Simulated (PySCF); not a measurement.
Computed spin Hamiltonian

FH₃Si₂ (triplet state).
SMILES with atom numbers: `[F:1][Si:2][SiH3:3]` (hydrogens: H4, H5, H6 on Si3)

The calculation used UKS B3LYP, pcH-1 on F H Si, non-relativistic, mean-field spin-orbit, GIAO in PySCF. Isolated species at its GFN2-xTB geometry, gas phase. This triplet need not be the ground state; the singlet was not compared here. Couplings are sensitive to structure, and on GFN2-xTB geometries they can be far from those on DFT ones, by a factor of two or more for some ions and for spin on atoms past the first row.

```
g1, g2, g3                      : 2.00115, 2.00239, 2.00277
g_iso                           : 2.00210
Form of g                       : rhombic: the two nearest values differ by 23 % of g3 − g1
⟨S²⟩                            : 2.0025 (exact 2.0000)
α and β electrons               : 21, 19
HOMO–LUMO gap, α and β orbitals : 4.49, 5.45 eV
Total energy                    : -680.60883 Eh
```

Hyperfine couplings atom by atom, in MHz; T1 to T3 are the principal values of the dipolar part; ρ(0) is the spin density at the nucleus:

| atom | isotope | a_iso | of which spin–orbit | T1 | T2 | T3 | Mulliken spin population | ρ(0) (bohr⁻³) |
| --- | --- | --- | --- | --- | --- | --- | --- | --- |
| F1 | 19F | 92.3 | 1.9 | -143.8 | 58.3 | 85.5 | 0.10 | 0.0430 |
| Si2 | 29Si | -382.2 | 1.3 | -65.7 | -17.4 | 83.1 | 1.57 | 0.8629 |
| Si3 | 29Si | -93.1 | 0.1 | -31.6 | 15.3 | 16.3 | 0.24 | 0.2099 |
| H4 | 1H | 47.2 | 0.0 | -3.1 | -0.5 | 3.6 | 0.05 | 0.0211 |
| H5 | 1H | 47.1 | 0.0 | -3.1 | -0.6 | 3.6 | 0.05 | 0.0211 |
| H6 | 1H | -5.3 | 0.0 | -2.8 | -2.0 | 4.8 | 0.00 | -0.0024 |

The Mulliken spin populations are largest on Si2 (+1.57), Si3 (+0.24) and F1 (+0.10).

Axes: g1 points within 11° of the Si2–Si3 bond.

The 29Si coupling of Si2 (-382.2 MHz) shows only in satellite lines or after enrichment, since that isotope makes up about 4.7 % of natural silicon.

Time: 21 s of wall time. Hardware: one thread, x86-64 server (shared host).
